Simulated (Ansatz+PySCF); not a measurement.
The numbers below are computed, except where a source is named.
**Several solutions for singlet BH**

```xyz
2

B     0.0000    0.0000   -0.4383
H     0.0000    0.0000    2.1916
```

Basis set: 6-31G (spherical functions). Charge 0, multiplicity 1.

PBE0 (unrestricted) was run from several starts with Ansatz (development build ahead of 0.2.0) and PySCF 2.14.0.

```json
{"run": "A", "program": "Ansatz", "start": "search for the lowest state", "converged": "yes", "energy (hartree)": "-25.12216", "<S²>": "0.65"}
{"run": "B", "program": "PySCF", "start": "program defaults", "converged": "yes", "energy (hartree)": "-25.11025", "<S²>": "0.00"}
{"run": "C", "program": "Ansatz", "start": "stability test followed", "converged": "yes", "energy (hartree)": "-25.12216", "<S²>": "0.65"}
{"run": "D", "program": "Ansatz", "start": "atomic start, no search", "converged": "yes", "energy (hartree)": "-25.11025", "<S²>": "0.00"}
```

Q: Which runs reached the lowest solution of this kind, and what is wrong with the others?

A: A, C reached the lowest solution found. Converged but too high: B by 0.32 eV, D by 0.32 eV. Convergence only shows a stationary point, and even a stable one can lie too high; stability tests and further starts are what find lower ones. Caution: charge can spread falsely over distant fragments. Caution: the unrestricted determinant is spin contaminated.
